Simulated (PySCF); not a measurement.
Compound: C₃H₄F₂.
Bonds: F1–C2, C2–F3, C2–C4, C4–C5, C2–C5. Hydrogens: H6, H7 on C4; H8, H9 on C5.

The same species was optimised twice, with GFN2-xTB and with PBE0-D3(BJ)/def2-SVP (PySCF), and the same property calculations (PySCF, gas phase) were run on both structures.

```csv
coordinate,GFN2-xTB,PBE0-D3(BJ)/def2-SVP,change
C4–C5 (Å),1.516,1.534,+0.018
C4–H7 (Å),1.078,1.093,+0.015
C4–H6 (Å),1.078,1.093,+0.015
C5–H8 (Å),1.078,1.093,+0.015
C5–H9 (Å),1.079,1.093,+0.014
C2–C4 (Å),1.484,1.474,-0.010
C2–C5 (Å),1.484,1.474,-0.010
C2–F3 (Å),1.348,1.339,-0.009
F1–C2 (Å),1.348,1.339,-0.009
F1–C2–F3 (°),108.1,109.7,+1.6
C4–C2–C5 (°),61.4,62.7,+1.3
H8–C5–H9 (°),114.7,115.8,+1.1
H6–C4–H7 (°),114.7,115.7,+1.0
F1–C2–C5 (°),120.3,119.4,-0.9
F1–C2–C4 (°),120.3,119.4,-0.9
F3–C2–C4 (°),120.3,119.5,-0.8
C5–C4–H6 (°),118.4,117.7,-0.7
```

Rotational constants: A = 7338, B = 5475, C = 4191 MHz (GFN2-xTB) against A = 7255, B = 5604, C = 4264 MHz (PBE0-D3(BJ)/def2-SVP). Point groups within 0.08 Å: C2v and C2v.

On the GFN2-xTB structure: lowest singlet, TDDFT (eV) 8.18 [CAM-B3LYP/def2-SVPD]; isotropic polarisability (au) 36.2 [CAM-B3LYP/def2-SVPD]; HOMO (eV) -9.86 [CAM-B3LYP/def2-SVPD]; LUMO (eV) 1.42 [CAM-B3LYP/def2-SVPD]; dipole (D) 2.49 [CAM-B3LYP/def2-SVPD].

What do these properties become on the PBE0-D3(BJ)/def2-SVP structure?

```tsv
property	level	on GFN2-xTB	on PBE0-D3(BJ)/def2-SVP	change
lowest singlet, TDDFT (eV)	CAM-B3LYP/def2-SVPD	8.18	8.23	+0.05
isotropic polarisability (au)	CAM-B3LYP/def2-SVPD	36.2	36.5	+0.3
HOMO (eV)	CAM-B3LYP/def2-SVPD	-9.86	-9.91	-0.05
LUMO (eV)	CAM-B3LYP/def2-SVPD	1.42	1.42	0.00
dipole (D)	CAM-B3LYP/def2-SVPD	2.49	2.36	-0.13
energy, GFN2-xTB geometry as zero (kcal/mol)	CAM-B3LYP/def2-SVPD	0.0	-0.5	-0.5
```

The heavy atoms differ by 0.018 Å rms after alignment. Among all bonds C4–C5 changes most (+0.018 Å). Changes are differences of the printed values. Neither structure is proved a minimum here.
